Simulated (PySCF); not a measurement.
# Al, Al⁺: ionisation energy in pcseg-2

Wanted: the ionisation energy of aluminium, up a ladder of methods.

The numbers are computed with PySCF 2.14.0 (unrestricted determinants in a Gaussian basis, no spin-orbit coupling in the energies), except any that are marked as measured or tabulated.

## 1. The atom as given

```
Element                                   : aluminium (Z = 13)
Basis                                     : pcseg-2 (5s4p2d1f, 34 functions)
Hamiltonian                               : the non-relativistic Hamiltonian (point nucleus)
State 1                                   : Al: [Ne] 3s2 3p1, 2P determinant
State 2                                   : Al⁺: [Ne] 3s2, closed-shell 1S
Methods                                   : UHF, TPSS, B3LYP, MP2, CCSD(T)
Core shells frozen in the correlated runs : valence: [Ne] (for Al)
```

The outer shells:

Al [Ne] 3s2 3p1
```
[Ne] core
3s [↑↓]
3p [↑ ][  ][  ]
```

Al+ [Ne] 3s2
```
[Ne] core
3s [↑↓]
```

The runs were made by one driver on top of PySCF. The scripts below sum up each run's settings (the driver also hands on starting orbitals that pick excited configurations, and frozen orbitals as a list rather than a count), and the logs come from the driver's own runs. The driver starts from symmetry-adapted Hartree-Fock orbitals, holds the occupation by maximum overlap and uses a logarithmic radial grid for functionals, so a plain start would take other cycles.

The driver's launch:

```sh
OMP_NUM_THREADS=1 python atomrun2.py TASK.json OUT
```

The integrals over 34 functions and the set-up took 0.07 s of CPU time.

## 2. Al

UHF:

Contents of input.py:

```python
from pyscf import gto, scf, dft, mp, cc
import basis_set_exchange as bse
mol = gto.M(atom="Al 0 0 0", charge=0, spin=1, symmetry="D2h",
            basis=gto.basis.parse(bse.get_basis("pcseg-2", elements=["Al"], fmt="nwchem", header=False)))
mf = scf.UHF(mol)
mf.irrep_nelec = {'Ag': (3, 3), 'B1u': (1, 1), 'B2u': (2, 1), 'B3u': (1, 1)}
mf.kernel()
```

TPSS:

input.py differs from the last one in:

```diff
@@ -4,3 +4,3 @@
             basis=gto.basis.parse(bse.get_basis("pcseg-2", elements=["Al"], fmt="nwchem", header=False)))
-mf = scf.UHF(mol)
+mf = dft.UKS(mol, xc="TPSS")
 mf.irrep_nelec = {'Ag': (3, 3), 'B1u': (1, 1), 'B2u': (2, 1), 'B3u': (1, 1)}
```

B3LYP:

input.py differs from the last one in:

```diff
@@ -4,3 +4,3 @@
             basis=gto.basis.parse(bse.get_basis("pcseg-2", elements=["Al"], fmt="nwchem", header=False)))
-mf = dft.UKS(mol, xc="TPSS")
+mf = dft.UKS(mol, xc="B3LYP")
 mf.irrep_nelec = {'Ag': (3, 3), 'B1u': (1, 1), 'B2u': (2, 1), 'B3u': (1, 1)}
```

MP2 (valence):

input.py differs from the last one in:

```diff
@@ -4,4 +4,5 @@
             basis=gto.basis.parse(bse.get_basis("pcseg-2", elements=["Al"], fmt="nwchem", header=False)))
-mf = dft.UKS(mol, xc="B3LYP")
+mf = scf.UHF(mol)
 mf.irrep_nelec = {'Ag': (3, 3), 'B1u': (1, 1), 'B2u': (2, 1), 'B3u': (1, 1)}
 mf.kernel()
+mp.UMP2(mf, frozen=5).kernel()
```

CCSD(T) (valence):

input.py differs from the last one in:

```diff
@@ -7,2 +7,3 @@
 mf.kernel()
-mp.UMP2(mf, frozen=5).kernel()
+mycc = cc.CCSD(mf, frozen=5).run()
+mycc.ccsd_t()
```

## 3. Al⁺: the ladder of methods

UHF:

Contents of input.py:

```python
from pyscf import gto, scf, dft, mp, cc
import basis_set_exchange as bse
mol = gto.M(atom="Al 0 0 0", charge=1, spin=0, symmetry="D2h",
            basis=gto.basis.parse(bse.get_basis("pcseg-2", elements=["Al"], fmt="nwchem", header=False)))
mf = scf.UHF(mol)
mf.irrep_nelec = {'Ag': (3, 3), 'B1u': (1, 1), 'B2u': (1, 1), 'B3u': (1, 1)}
mf.kernel()
```

TPSS:

input.py differs from the last one in:

```diff
@@ -4,3 +4,3 @@
             basis=gto.basis.parse(bse.get_basis("pcseg-2", elements=["Al"], fmt="nwchem", header=False)))
-mf = scf.UHF(mol)
+mf = dft.UKS(mol, xc="TPSS")
 mf.irrep_nelec = {'Ag': (3, 3), 'B1u': (1, 1), 'B2u': (1, 1), 'B3u': (1, 1)}
```

B3LYP:

input.py differs from the last one in:

```diff
@@ -4,3 +4,3 @@
             basis=gto.basis.parse(bse.get_basis("pcseg-2", elements=["Al"], fmt="nwchem", header=False)))
-mf = dft.UKS(mol, xc="TPSS")
+mf = dft.UKS(mol, xc="B3LYP")
 mf.irrep_nelec = {'Ag': (3, 3), 'B1u': (1, 1), 'B2u': (1, 1), 'B3u': (1, 1)}
```

MP2 (valence):

input.py differs from the last one in:

```diff
@@ -4,4 +4,5 @@
             basis=gto.basis.parse(bse.get_basis("pcseg-2", elements=["Al"], fmt="nwchem", header=False)))
-mf = dft.UKS(mol, xc="B3LYP")
+mf = scf.UHF(mol)
 mf.irrep_nelec = {'Ag': (3, 3), 'B1u': (1, 1), 'B2u': (1, 1), 'B3u': (1, 1)}
 mf.kernel()
+mp.UMP2(mf, frozen=5).kernel()
```

CCSD(T) (valence):

input.py differs from the last one in:

```diff
@@ -7,2 +7,3 @@
 mf.kernel()
-mp.UMP2(mf, frozen=5).kernel()
+mycc = cc.CCSD(mf, frozen=5).run()
+mycc.ccsd_t()
```

**Question.** What will these runs give?

As calculated:

```
             quantity                                                   value
ionisation energy, Al  UHF 5.557, CCSD(T) (valence) 5.733 eV; reference 5.977
```

Accuracy against cost (mean over 1 difference):

| method | mean absolute miss against the measured value (with the measured fine structure taken into account where it is known) (eV) | CPU time, both states (s) |
| --- | --- | --- |
| UHF | 0.419 | 0.24 |
| TPSS | 0.171 | 0.78 |
| B3LYP | 0.040 | 0.43 |
| MP2 (valence) | 0.292 | 0.26 |
| SCS-MP2 (valence) | 0.312 | 0.26 |
| CCSD (valence) | 0.262 |  |
| CCSD(T) (valence) | 0.243 | 0.67 |

**Reading.** B3LYP lands nearest to the measured value (off by 0.04 eV); UHF misses by most (0.42 eV). Hartree-Fock falls short because the species with more electrons holds more correlation energy, which it lacks. All values hold for this basis alone; no basis-set limit was taken. The dearest level timed, TPSS, costs 3.2 times the cheapest, UHF, and differs from the measured value (with the measured fine structure taken into account where it is known) by 0.17 against 0.42 eV.
